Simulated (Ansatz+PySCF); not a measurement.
The numbers below are computed, except where a source is named.
## PySCF 2.14.0 run

```python
from pyscf import gto, scf, cc

mol = gto.M(atom="""
H 0.000000 0.000000 -1.697780
F 0.000000 0.000000 0.188640
""", basis='6-31g', charge=0, spin=0)
mf = scf.RHF(mol)
mf.kernel()
mycc = cc.CCSD(mf, frozen=1).run()
et = mycc.ccsd_t()
print(mf.e_tot, mycc.e_corr, et, mycc.e_tot + et)
```

The script is written out from the run's settings.

Output:

```json
{"Converged": "yes", "Reference energy": "-99.76623 hartree", "CCSD correlation energy": "-0.20222 hartree", "Triples correction": "-0.00681 hartree", "Total energy": "-99.97526 hartree"}
```

Caution: large amplitudes, a single reference is doubtful; an unrestricted determinant lies well below.
